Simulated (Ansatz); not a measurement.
Basis-set extrapolation for C4H7NO (`CC1C=NCO1`) (PBE0-D4/def2-TZVP geometry, frozen core, the Gaussian-basis code of Ansatz). Multiplicity 1, RHF reference.

```tsv
	def2-TZVPP	def2-QZVPP
HF	-284.946024	-284.958933
MP2 correlation	-1.090813	-1.165290
CCSD(T) correlation	-1.175905	not run
```

Energies in hartree. Use E(X) = E(∞) + A·exp(−7.88·√X) for Hartree–Fock and E(X) = E(∞) + B·X^(−2.97) for correlation, with X = 3 and 4, and add CCSD(T) minus MP2 of the smaller set to the MP2 limit.

**Question.** What is the CCSD(T) energy at the basis-set limit?

**Answer.** HF limit: -284.958933 + (-0.012909) × 0.13774 = -284.96071. MP2 limit: -1.165290 + (-0.074477) × 0.74074 = -1.22046. Higher-order term: -1.175905 − (-1.090813) = -0.08509. Total: -286.26626 hartree, 90.6 kcal/mol below CCSD(T)/def2-TZVPP.
